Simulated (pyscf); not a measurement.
Thermochemistry of product channels of `[PH3]` + `[InH]` [singlet] on the singlet surface, in kJ/mol, from ωB97M-D3(BJ)/def2-TZVP energies (ideal gas, 1 atm, RRHO with modes under 100 cm⁻¹ raised to 100, one conformer, R ln 2 for chiral ones without a mode under 150 cm⁻¹). PySCF, gas phase, ωB97X-D3(BJ)/def2-SVP geometries.

```
products                             ΔE  ΔH(298 K)  ΔG(298 K)  ΔG(900 K)
--------------------------------  -----  ---------  ---------  ---------
`[PH2][In]` [singlet] + `[H][H]`  -45.0      -47.1      -45.7      -48.3
`[PH]=[InH]` + `[H][H]`             ___      +67.1      +70.1        ___
```

Problem. What belongs in the gaps?

Solution. 
- `[PH]=[InH]` + `[H][H]`, ΔE: +74.6
- `[PH]=[InH]` + `[H][H]`, ΔG(900 K): +69.9

These are energies of the channels, which say nothing of barriers. Elements past Kr carry the def2 core potentials, without spin-orbit coupling.
